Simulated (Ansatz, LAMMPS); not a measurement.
**Ladder of methods for the bulk modulus B0 of fcc Au**

Reference value: 182 GPa (measured, 0 K value with the zero-point phonon effect removed, our sources range from 175 to 182; as tabulated in Mejia-Rodriguez and Trickey (2018), arXiv:1807.09216).

| level (code) | value (GPa) | cell (Å³/atom) |
|---|---|---|
| MEAM library.meam-Au (LAMMPS) | 167 | 16.85 |
| LDA (Ansatz) | ___ | 16.58 |
| PBE (Ansatz) | ___ | 17.97 |
| PBE+SOC (Ansatz) | 147 | 17.80 |
| PBEsol (Ansatz) | 174 | 17.01 |
| PBEsol+SOC (Ansatz) | 182 | 16.88 |
| r²SCAN (Ansatz) | 154 | 17.54 |
| r²SCAN+SOC (Ansatz) | ___ | 17.37 |
| HSE06 (Ansatz) | 146 | 17.56 |
| r²SCAN0 (Ansatz) | 153 | 17.41 |
| r²SCANh (Ansatz) | 152 | 17.47 |
| Hartree–Fock (Ansatz) | ___ | 20.33 |

Task: Some entries are withheld; supply them.

Result: 
- LDA (Ansatz, a quantum-chemistry and plane-wave program), value (GPa): 194
- PBE (Ansatz), value (GPa): 139
- r²SCAN+SOC (Ansatz), value (GPa): 161
- Hartree–Fock (Ansatz), value (GPa): 73.2

Errors against the reference: MEAM library.meam-Au -8.2 %, LDA +6.6 %, PBE -24 %, PBE+SOC -19.2 %, PBEsol -4.4 %, PBEsol+SOC 0.0 %, r²SCAN -15.4 %, r²SCAN+SOC -11.5 %, HSE06 -19.8 %, r²SCAN0 -15.9 %, r²SCANh -16.5 %, Hartree–Fock -60 %.

Once the reference is moved by up to 4.0 % (a margin picked here for doubts on the reference and the settings) and values within 1.7 % count as equal, the nearest can be PBEsol+SOC (0.0 %), PBEsol (-4.4 %) or LDA (+6.6 %). Among them Hartree–Fock (-60 %) misses by most.

Density-functional levels without +SOC have no spin–orbit coupling. Hartree–Fock: the cell is over a tenth larger than the published one: the level's own overestimate first of all, though another phase or state, or a fault of the published cell, is possible. Each level is taken at its own relaxed cell. Cutoffs and k meshes differ between the levels. Ansatz's density-functional and Hartree–Fock values are scalar-relativistic unless marked +SOC, with PAW data made under PBE.

Empirical potentials (MEAM library.meam-Au) are fitted to chosen data: where that held the value shown, agreement is built in, and what lay outside the fit can be far off.

Differences are worked out from the printed values.
